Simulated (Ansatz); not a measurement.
The first iterations of a band of AlH3NO (6 atoms, charge 0, multiplicity 2).

The calculation used UKS B3LYP-D4/def2-TZVP in Ansatz.

```yaml
movable_images: 9
climbing_image: yes
spring: 2.0 to 10.0 eV/Å², energy-weighted
optimiser: quadratic models (default)
start_path: through a guess of the saddle point
force_threshold: 0.05 eV/Å
iteration_limit: 60
end_points: relaxed
```

Image 0:

```xyz
6
Properties=species:S:1:pos:R:3
N -0.920 0.239 -0.772
Al 0.640 0.570 0.006
O 1.172 -0.596 1.138
H -1.484 -0.577 -0.583
H -1.362 0.829 -1.458
H 1.995 -0.529 1.624
```

Image 10:

```xyz
6
Properties=species:S:1:pos:R:3
N -0.992 0.083 -0.714
Al 0.041 -0.714 0.489
O 1.493 0.103 0.878
H -1.875 -0.266 -1.047
H -0.760 0.960 -1.158
H 2.135 -0.229 1.506
```

| iteration | highest image above the first end (eV) | largest band force component (eV/Å) |
| --- | --- | --- |
| 1 | 3.245 | 14.747 |
| 2 | 0.746 | 3.705 |
| 3 | 0.461 | 1.940 |
| 4 | 0.376 | 0.741 |
| 5 | 0.283 | 0.925 |
| 6 | 0.253 | 0.596 |

Q: Does the band converge within its limit, and where does its top end?

A: The run converged. It ended after 18 iterations with the highest image 0.241 eV above the first end. Another band between the same ends (9 images) ends at a top of the same energy, where a vibrational analysis finds 1 clearly imaginary mode.

Run time: 2.1 min on 2 threads of AMD EPYC 9R45 96-Core Processor (Zen 5) (shared host), peak memory 0.25 GiB.
